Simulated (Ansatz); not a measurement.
`C=C(O)OCF` and `C=C(O)OC=S` differ in one atom or group.

Ansatz, PBE0-D4/def2-TZVP geometries, multiplicity 1. Each molecule was computed in one conformer, which needn't be the lowest.

```csv
property,`C=C(O)OCF`
HOMO energy (B3LYP/def2-TZVPP) / eV,-6.44
size of the dipole moment (ωB97M-V/def2-TZVPP) / D,0.55
LUMO energy (PBE0/def2-TZVPP) / eV,1.20
LUMO energy (PBE/def2-TZVPP) / eV,0.22
size of the dipole moment (B3LYP/def2-TZVPP) / D,0.54
HOMO energy (PBE/def2-TZVPP) / eV,-5.41
```

Question: What does the change do to each property? (Estimate.)

Answer: Ansatz gave: 
```csv
property,`C=C(O)OC=S`,shift
HOMO energy (B3LYP/def2-TZVPP) / eV,-6.44,0.00
size of the dipole moment (ωB97M-V/def2-TZVPP) / D,4.33,3.78
LUMO energy (PBE0/def2-TZVPP) / eV,-1.79,-2.99
LUMO energy (PBE/def2-TZVPP) / eV,-2.66,-2.88
size of the dipole moment (B3LYP/def2-TZVPP) / D,4.47,3.93
HOMO energy (PBE/def2-TZVPP) / eV,-5.42,-0.01
```

With PBE0 the HOMO falls by 0.05 eV and the LUMO falls by 2.99 eV, so the gap narrows by about 2.94 eV. PBE moves the HOMO by -0.01 eV and ωB97M-V by -0.03 eV. Dipoles are sizes alone; their direction can turn.

B3LYP here is the variant with VWN-RPA as its local correlation; programs differ in this.
